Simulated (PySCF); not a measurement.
## Working out the ionisation energy of Al

Al [Ne] 3s2 3p1 (2P) → Al⁺ [Ne] 3s2 (1S). All numbers are calculated (PySCF 2.14, the non-relativistic Hamiltonian (point nucleus), in cc-pV(T+d)Z). Frozen: [Ne]. Energies in hartree (1 hartree = 27.21139 eV):

| part | Al (lower) | Al⁺ (upper) |
| --- | --- | --- |
| UHF | -241.879084 | -241.673376 |
| CCSD correlation | -0.051078 | -0.039539 |
| (T) | -0.001149 | 0.000000 |

Task: What does Hartree-Fock give?

Result: (-241.673376) − (-241.879084) = 0.205708 hartree = 5.598 eV.

Task: What do CCSD and CCSD(T) give?

Result: The CCSD correlation energies differ by 0.011539 hartree = 0.314 eV and the triples by 0.001149 hartree = 0.031 eV, so CCSD gives 5.912 eV and CCSD(T) 5.943 eV.

Measured between the centres of the two terms (NIST): 5.977 eV, so CCSD(T) (valence) is off by -0.034 eV.

What remains against the reference includes basis incompleteness, the frozen core and higher excitations.
